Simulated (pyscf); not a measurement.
`[SiH2]=[PH]` + `[PH3]` → `[PH2][SiH2][PH2]` (addition across a multiple bond or ene-type step; singlet surface; H–P broken, H–P, P–Si formed). Optimised with ωB97X-D3(BJ)/def2-SVP in PySCF. Correlated levels are frozen-core, on RHF or UHF. ΔMP2 is the change of the MP2 total energy from the triple- to the quadruple-zeta basis. Rate constants from transition-state theory at the high-pressure limit, CCSD(T)/def2-TZVPP + ΔMP2(QZVPP) energies (ideal gas, 1 atm, RRHO with modes under 100 cm⁻¹ raised to 100, one conformer, R ln 2 for chiral ones without a mode under 150 cm⁻¹; no tunnelling), k in cm³ molecule⁻¹ s⁻¹.

| T (K) | 1000/T | log10 k |
|---|---|---|
| 298 | 3.354 | -31.41 |
| 600 | 1.667 | ? |
| 900 | 1.111 | -18.66 |
| 1200 | 0.833 | -16.87 |

Q: Fit an Arrhenius line to the three values, give the activation energy, and predict k at 600 K.

A: Least squares gives log10 k = -12.18 − 5.74 × 1000/T, so Ea = 5.74 × ln 10 × 1.987 = 26.3 kcal/mol, against an electronic barrier of 24.5. At 600 K the line gives -21.75; the computed value is -22.00 (ΔG‡ = 44.0 kcal/mol), a factor 1.8 under the line, since the plot is curved. On the reactant side the descent ends in a complex (not fully relaxed), 7.2 kcal/mol under the separated species and 28.3 kcal/mol under the saddle at ωB97X-D3(BJ)/def2-TZVP. At the saddle there is also a short H–Si contact that neither side keeps. At ωB97X-D3(BJ)/def2-TZVP the barrier from the zero used here is 21.1 kcal/mol. This is the saddle that the search found; another between the same sides may lie lower. The CCSD(T) − MP2 part came from Ansatz, without density fitting, on the same reference.
